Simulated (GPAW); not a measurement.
**NH3S (Thiohydroxylamine) at r2SCAN-D4/plane waves (scalar-relativistic datasets, plane-wave cutoff 500 eV)**

Wanted: a structure relaxation of NH3S (Thiohydroxylamine). Input form: an ASE script.

Program for the calculation: GPAW 26.7.0.

1 further run of the same task is left out (it didn't finish).

## 1. The structure to begin with

NH3S has 5 atoms, charge 0, and is taken as a singlet. As SMILES, `NS`. All atoms were displaced at random from a relaxed shape. The run starts from this shape.

Bond lengths: N1–S2 1.799 Å, N1–H3 1.061 Å, N1–H4 0.974 Å, S2–H5 1.335 Å. Angles: N1–S2–H5 91.4°, S2–N1–H3 107.1°, S2–N1–H4 109.9°, H3–N1–H4 106.4°.

## 2. A structure relaxation at r2SCAN-D4/plane waves (scalar-relativistic datasets, plane-wave cutoff 500 eV)

File run.py:

```python
from ase.calculators.mixing import SumCalculator
from ase.io import write
from ase.io.zmatrix import parse_zmatrix
from ase.optimize import FIRE2
from dftd4.ase import DFTD4
from gpaw import GPAW, PW

atoms = parse_zmatrix("""
N
S 1 1.798635
H 1 1.061153 2 107.095
H 1 0.973845 3 106.37569 2 -117.50739
H 2 1.334707 1 91.4117 4 -118.70211
""")
atoms.set_cell([12.0, 12.0, 12.0])
atoms.center()

calc = GPAW(mode=PW(500),
            symmetry="off",
            xc="MGGA_X_R2SCAN+MGGA_C_R2SCAN",
            maxiter=80,
            txt="-")
atoms.calc = SumCalculator([DFTD4(method="r2SCAN"), calc])

opt = FIRE2(atoms, trajectory="H3NS.traj")
converged = opt.run(fmax=0.05, steps=100)
print("Converged:", converged)
print(f"Final energy            {atoms.get_potential_energy():.5f} eV")
print(f"r(H3-N0): {atoms.get_distance(3, 0):.4f} Ang")
print(f"r(S1-N0): {atoms.get_distance(1, 0):.4f} Ang")
write("relaxed.xyz", atoms)
```

Started as:

```
$ OMP_NUM_THREADS=1 python run.py
```

What it wrote:

```text
[...]
  mode=PW(ecut=500.0),
[...]
Number of symmetries: 1
[...]
  Number of IBZ points: 1
[...]
Cutoff: 500.0 eV
Spin-components: 1 (collinear spins)
Bands:           11
[...]
  Valence electrons: 14.0
[...]
  Grid points: [63 63 63]
  Charge: 0.0  # |e|
[...]
    cutoffs:
[...]
occupation numbers:
  # Zero width
[...]
xc functional:
  name: MGGA_X_R2SCAN+MGGA_C_R2SCAN with 2 nearest neighbor stencil
[...]
|iter     |     time |      energy | eigst |  dens |
[...]
|iter:   1| 00:00:08 |  -32.815816 | +0.43 |       |
[...]
Converged in 11 steps
[...]
dipole moment: (-0.179152, 0.063115, -0.102926)  # |e|*Ang
Fermi level: -3.552
[...]
Converged in 9 steps
[...]
Converged in 5 steps
[...]
Converged in 5 steps
[...]
Converged in 6 steps
[...]
|iter:   6| 00:13:09 |  -26.851706c| -7.61c| -4.48c|
Converged in 6 steps
[...]
Energy contributions relative to reference atoms: (reference = -12376.811889)
Energy contributions:
  Kinetic:          14.925088
  Coulomb:         -16.233744
  Zero:             -0.146733
  External:          0.000000
  Xc:              -25.396318
  Entropy:           0.000000
  Spinorbit:         0.000000
  ----------------------------
  Free energy:     -26.851706
  Extrapolated:    -26.851706
dipole moment: (-0.209075, 0.056829, -0.101388)  # |e|*Ang
Fermi level: -3.294
Eigenvalues  # (at kpt = [0.000, 0.000, 0.000])
| band index |      eig [eV] | occ [0-2] |
|------------|---------------|-----------|
|          0 |       -23.576 |     2.000 |
|          1 |       -17.782 |     2.000 |
|          2 |       -12.671 |     2.000 |
|          3 |       -11.259 |     2.000 |
|          4 |        -9.915 |     2.000 |
|          5 |        -6.414 |     2.000 |
|          6 |        -5.841 |     2.000 |
|          7 |        -0.748 |     0.000 |
|          8 |         0.034 |     0.000 |
|          9 |         0.539 |     0.000 |
|         10 |         0.987 |     0.000 |
Gap: 5.092 eV
Transition (v -> c):
[...]
Forces  # eV/Ang
|       x |        y |       z |
|---------|----------|---------|
| 0.02543 | -0.01726 | 0.01895 |  # N    0
| 0.02295 | -0.01984 | 0.00062 |  # S    1
| 0.02219 | -0.02274 | 0.02654 |  # H    2
| 0.00990 |  0.02348 | 0.01531 |  # H    3
| 0.03594 |  0.01935 | 0.02414 |  # H    4
Force computation time: 2.217  # s
FIRE2:   27 hh:mm:ss      -26.863387        0.047472
Converged: True
Final energy            -26.86339 eV
r(H3-N0): 1.0159 Ang
r(S1-N0): 1.7216 Ang
```

Wall time 13 min (1 thread of Intel Xeon at 2.70GHz, shared host); peak memory 0.7 GiB.

The path in brief:

| step | energy from the first frame kept (eV) | largest force (eV/Å) |
| --- | --- | --- |
| 0 | 0.0000 | 3.5441 |
| 2 | -0.0930 | 2.4718 |
| 4 | -0.1392 | 0.6725 |
| 6 | -0.1448 | 0.3532 |
| 8 | -0.1457 | 0.3288 |
| 10 | -0.1470 | 0.2857 |
| 12 | -0.1485 | 0.2254 |
| 14 | -0.1500 | 0.1833 |
| 16 | -0.1512 | 0.1630 |
| 18 | -0.1523 | 0.1395 |
| 20 | -0.1532 | 0.1148 |
| 22 | -0.1538 | 0.0905 |
| 24 | -0.1544 | 0.0705 |
| 26 | -0.1548 | 0.0536 |
| 27 | -0.1551 | 0.0475 |

After the run. Bond lengths: N1–S2 1.722 Å, N1–H3 1.016 Å, N1–H4 1.016 Å, S2–H5 1.347 Å. Angles: N1–S2–H5 96.7°, S2–N1–H3 109.3°, S2–N1–H4 109.3°, H3–N1–H4 108.3°.

## 3. Summary of results

At r2SCAN-D4/plane waves (scalar-relativistic datasets, plane-wave cutoff 500 eV):

```
                                              quantity         value
energy as printed (from the program's reference atoms)   -26.8634 eV
                                         dipole moment        1.15 D
                   HOMO energy (from the vacuum level)      -6.03 eV
                   LUMO energy (from the vacuum level)      -0.94 eV
                                         HOMO–LUMO gap       5.09 eV
                                     dispersion energy  -1.13 kJ/mol
```

What this shows: At the final geometry: Bond lengths: N1–S2 1.722 Å, N1–H3 1.016 Å, N1–H4 1.016 Å, S2–H5 1.347 Å. Angles: N1–S2–H5 96.7°, S2–N1–H3 109.3°, S2–N1–H4 109.3°, H3–N1–H4 108.3°. The optimisation took 27 steps and changed the energy by -0.155 eV.
